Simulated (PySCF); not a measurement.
Geometries of 2 isomers of C4H5F, from PBE0-D3(BJ)/def2-SVP geometry optimisation, gas phase in PySCF. One conformer each, no zero-point energy, no frequencies.

Problem. Which is lower in electronic energy at this level?
A.
```xyz
10
angstrom
F      2.356    1.032   -0.014
C      1.613   -0.051   -0.246
C      0.309   -0.070   -0.065
C     -0.940   -0.828   -0.124
C     -0.912    0.623    0.337
H      2.203   -0.902   -0.600
H     -1.122   -1.605    0.627
H     -1.373   -1.044   -1.107
H     -1.326    1.385   -0.333
H     -1.065    0.830    1.402
```
B.
```xyz
10
angstrom
C      1.419   -0.394    0.330
C      0.109    0.140   -0.067
C     -0.712    0.988   -0.588
F     -0.908    2.125   -1.207
C     -1.403   -0.180   -0.035
H      1.603   -1.371   -0.146
H      2.232    0.290    0.047
H      1.461   -0.553    1.420
H     -1.950   -0.108    0.921
H     -1.804   -0.963   -0.703
```

Solution. A. That is `C1C(C1)=CF`, 14.6 kcal/mol below the other.

```
    SMILES             atoms numbered as above      E (Eh)  relative (kcal/mol)  relative (kJ/mol)  dipole (D)
  FC=C1CC1   [F:1][CH:2]=[C:3]1[CH2:4][CH2:5]1  -254.73289                  0.0                0.0        1.58
CC1=C(F)C1  [CH3:1][C:2]1=[C:3]([F:4])[CH2:5]1  -254.70965                 14.6               61.0        1.58
```
